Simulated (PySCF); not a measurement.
PySCF input file for water cation (H2O), SMILES O (connectivity only; charge and spin as stated), charge +1, multiplicity 2, SMD-M06-2X/6-31G*. Coordinates come from a B3LYP-D3(BJ)/def2-TZVPD optimisation. The spin state was assumed, not searched.

```python
import numpy as np
from pyscf import gto, scf, dft
from pyscf.solvent import smd

mol = gto.M(
    atom='''
    O     0.00000000   -0.00000000   -0.11602090
    H     0.00000000   -0.82468813    0.46408361
    H     0.00000000    0.82468815    0.46408360
    ''',
    basis='6-31G*',
    charge=1,
    spin=1,
    max_memory=1600,
    verbose=3,
)
mf = dft.UKS(mol, xc='m06-2x').density_fit(auxbasis='def2-universal-jkfit')
mf.grids.level = 4
mf.conv_tol = 1e-9
mf.max_cycle = 100
mf.kernel()
fine, coarse = mf.grids, dft.Grids(mol).set(level=1).build(with_non0tab=True)
for _ in range(3):  # follow internal instabilities
    mf.grids = coarse
    mo, _, stable, _ = mf.stability(return_status=True, nroots=4)
    mf.grids = fine
    if stable:
        break
    mf.kernel(mf.make_rdm1(mo, mf.mo_occ))
res = {}
for name in ['water', '2-propanol', 'diethylether']:
    s = mf.SMD()
    s.with_solvent.solvent, s.with_solvent.sasa_ng = name, 302
    s.kernel(mf.make_rdm1())
    res[name] = (s.e_tot, s.with_solvent.get_cds(), s.dip_moment(), s.mo_energy, s.converged)
    print(f'SMD {name}: dG(solv) = {(s.e_tot - mf.e_tot) * 627.509474:.3f} kcal/mol, of which CDS {res[name][1] * 627.509474:.3f}')
```

Program output:

```

WARN: HOMO -0.437215976542482 >= LUMO -0.437215976542482

converged SCF energy = -75.9209193301947  <S^2> = 0.75281196  2S+1 = 2.00281
<class 'pyscf.df.df_jk.DFUKS'> wavefunction is stable in the internal stability analysis
converged SCF energy = -76.0846123611057  <S^2> = 0.75276803  2S+1 = 2.0027661

WARN: System has nonzero charge 1; the dipole moment is origin-dependent.
Location of origin: [0. 0. 0.]

Dipole moment(X, Y, Z, Debye):  0.00000,  0.00000,  2.53995
SMD water: dG(solv) = -102.719 kcal/mol, of which CDS 1.509
converged SCF energy = -76.0725753279811  <S^2> = 0.75272764  2S+1 = 2.0027258

WARN: System has nonzero charge 1; the dipole moment is origin-dependent.
Location of origin: [0. 0. 0.]

Dipole moment(X, Y, Z, Debye): -0.00000,  0.00000,  2.53731
SMD 2-propanol: dG(solv) = -95.166 kcal/mol, of which CDS 0.404
converged SCF energy = -76.0187953583967  <S^2> = 0.75274279  2S+1 = 2.0027409

WARN: System has nonzero charge 1; the dipole moment is origin-dependent.
Location of origin: [0. 0. 0.]

Dipole moment(X, Y, Z, Debye): -0.00000,  0.00000,  2.43694
SMD diethylether: dG(solv) = -61.418 kcal/mol, of which CDS -1.166
```

The calculation finished and met its thresholds.

Cost: around 5 core-seconds (rough).
